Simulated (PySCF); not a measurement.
Molecule: SMILES N#C[C@@H](F)CF, C$_{3}$H$_{3}$F$_{2}$N.

Cartesian coordinates in Å; atom numbers follow the order of the lines, from 1:
```xyz
9

N     2.4562   -0.8068   -0.5386
C     1.5076   -0.3034   -0.1112
C     0.2950    0.3287    0.4266
F     0.3928    1.6852    0.3190
C    -0.9369   -0.1707   -0.3028
F    -2.0501    0.2465    0.3598
H     0.2073    0.0660    1.4965
H    -0.9394    0.2322   -1.3296
H    -0.9171   -1.2726   -0.3466
```

Spin–spin couplings on one PBE0-D3(BJ)/def2-SVP geometry, PySCF, gas phase, non-relativistic, equivalent pairs averaged; isotopes 13C, 19F, 1H; functional B3LYP.

Q: How do the couplings (Hz) change with the basis set? Times are CPU seconds on 1 thread of an Arm Neoverse V1, shared host. Far from the basis limit: pcJ-0, 6-31G*, def2-TZVP, cc-pVTZ.

A: 
```tsv
basis set	functions	1J(C3,F4)	1J(C5,F6)	1J(C3,H7)	1J(C5,H8)	1J(C5,H9)	1J(C2,C3)	1J(C3,C5)	core-s
pcJ-0	87	-369.5	-357.6	142.0	136.2	132.1	50.7	31.8	9.5
6-31G*	90	-210.8	-200.8	180.5	166.2	161.1	83.6	59.7	11
pcJ-1	192	-255.0	-253.8	164.9	161.7	156.8	75.4	46.0	31
def2-TZVP	204	-287.7	-285.2	156.9	153.7	149.4	72.6	44.8	34
cc-pVTZ	222	-247.7	-250.0	145.3	143.4	139.7	66.0	37.7	37
```

The Fermi-contact term samples the wavefunction at the nucleus, which is why sets with added tight s functions (names with J) are made for couplings.
